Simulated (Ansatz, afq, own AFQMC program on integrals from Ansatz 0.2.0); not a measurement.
Two steps: Ansatz 0.2.0 writes the Fock matrix and Cholesky factors of the valence space, and afq projects on them the lowest state that overlaps trial and start.

```yaml
crystal:
  periodic: [false, false, false]
  atoms:
    - {symbol: Ge, position_ang: [0.003175, 0.000000, 0.668197]}
    - {symbol: Al, position_ang: [-0.089511, 0.000000, -1.646262]}
    - {symbol: H, position_ang: [0.834457, 1.056585, -0.398702]}
    - {symbol: H, position_ang: [0.834459, -1.056584, -0.398702]}
    - {symbol: H, position_ang: [0.498342, 0.000000, -3.289264]}
basis:
  gaussian: {orbitals: cc-pVDZ}
magnetization: {spin_polarized: false}
correlation: {method: ccsd_t, electrons: outside_noble_gas, hamiltonian_folder: ham}
```

```sh
$ ansatz run in.yaml --threads 1 --pin off --events-out ev --progress --plain --max-ram 1382MiB
```

Options of the walk:

```
--method free --trial cid --walkers 2 --time-step 0.08 --max-blocks 60 --target-error 0.00076 --factor-cut 1e-05 --seed 4939 --times 0.0,0.4,0.8,1.6,2.4 --taylor-order 8
```

Times are imaginary, in 1/Eh. The walk had a cap of 90 s. Filled inner d shells are frozen with the cores.

```
orbitals 41  electrons 5 5  factors 332 of 637
reference energy -2318.93233743 Eh
CCSD correlation -0.19959130 Eh in 11 cycles, weight of the determinant in the CISD state 0.8554
repeat  energy at the last time / Eh  error
    10  -2319.149664  0.007103
    20  -2319.154348  0.005434
    30  -2319.144252  0.004510
    40  -2319.142508  0.003159
    50  -2319.142220  0.002577
    60  -2319.142174  0.002238
time / (1/Eh)  energy / Eh  error  mean overlap
  0.00  -2319.132436  0.001028  1.1600
  0.40  -2319.135797  0.001395  1.2597
  0.80  -2319.136792  0.001447  1.3346
  1.60  -2319.141625  0.001870  1.1704
  2.40  -2319.142174  0.002238  1.1511
energy -2319.142174 +/- 0.002238 Eh
```

The run passed its tests (error under three times the target), which doesn't prove that it has relaxed.

Against this walk (error 60.9 meV) on the same determinant: CCSD(T) 67.3 meV higher (within the noise), CCSDT(Q) 17.9 meV higher (within the noise). The error is statistical, and a free projection of finite length keeps a remainder of its start.

A setting was made bad on purpose (too few walkers), so the walk's energy isn't to be trusted.

Cautions: remainder of the start not in the error; error above the target (60.9 against 20.7 meV); no relativity below Rb; no spin-orbit coupling; inner d shell frozen; so few walkers bias the energy; the time-step error isn't removed.

CCSDT and higher add their correlation energy to the determinant of the CCSD(T) run, since their own runs factorise the integrals more tightly (a shift of under 2 meV). A walk keeps the symmetry of its determinant, which the program's search chose and which needn't be the lowest solution, so a lower state of the same spin and another symmetry isn't excluded.
